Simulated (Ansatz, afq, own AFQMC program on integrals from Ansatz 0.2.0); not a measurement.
AFQMC on a folder of integrals that Ansatz 0.2.0 wrote.

```yaml
crystal:
  periodic: [false, false, false]
  atoms:
    - {symbol: Si, position_ang: [1.042141, 0.090427, -0.581296]}
    - {symbol: O, position_ang: [1.538325, -1.216119, 0.332403]}
    - {symbol: H, position_ang: [1.407635, -1.175508, 1.287994]}
basis:
  gaussian: {orbitals: def2-TZVP}
magnetization: {spin_polarized: true, initial_magnetization: 1}
correlation: {method: ccsd_t, electrons: outside_noble_gas, hamiltonian_folder: ham}
```

```sh
$ ansatz run in.yaml --threads 1 --pin off --events-out ev --progress --plain --max-ram 24576MiB --backend cuda --devices 0, --max-vram 18GiB
```

afq runs on the folder ham with

```
--method free --trial cisd --walkers 3400 --time-step 0.03 --max-blocks 4000 --target-error 0.0004 --factor-cut 1e-05 --seed 92 --times 0,0.21,0.42,0.81,1.2,1.8,2.4,3 --taylor-order 8
```

Times are imaginary, in 1/Eh. The walk had a cap of 123 s.

Log:

```
orbitals 68  electrons 6 5  factors 466 of 470
reference energy -364.40102373 Eh
CCSD correlation -0.33240737 Eh in 12 cycles, weight of the determinant in the CISD state 0.8776
repeat  energy at the last time / Eh  error
    10  -364.746683  0.000270
    20  -364.746769  0.000230
    30  -364.746898  0.000249
time / (1/Eh)  energy / Eh  error  mean overlap
  0.00  -364.733570  0.000085  1.1396
  0.21  -364.741382  0.000098  1.1393
  0.42  -364.743936  0.000062  1.1380
  0.81  -364.745658  0.000100  1.1362
  1.20  -364.746279  0.000114  1.1354
  1.80  -364.746882  0.000140  1.1347
  2.40  -364.746931  0.000168  1.1369
  3.00  -364.746843  0.000247  1.1508
energy -364.746843 +/- 0.000247 Eh
```

The run passed its tests (error under three times the target), which doesn't prove that it has relaxed.

Against this walk (error 6.7 meV) on the same determinant: CCSD(T) 23.3 meV higher, CCSDT(Q) 14.3 meV lower. The error is statistical, and a free projection of finite length keeps a remainder of its start.

Cautions: remainder of the start not in the error.

The walk took 71 s on 1 × NVIDIA H100 80GB HBM3 with 2 threads of AMD EPYC 7R13 Processor (Zen 3) (shared host) (the card was shared). The log's last line is the free-projection energy.

CCSDT and higher add their correlation energy to the determinant of the CCSD(T) run, since their own runs factorise the integrals more tightly (a shift of under 2 meV). A walk keeps the symmetry of its determinant, which the program's search chose and which needn't be the lowest solution, so a lower state of the same spin and another symmetry isn't excluded.
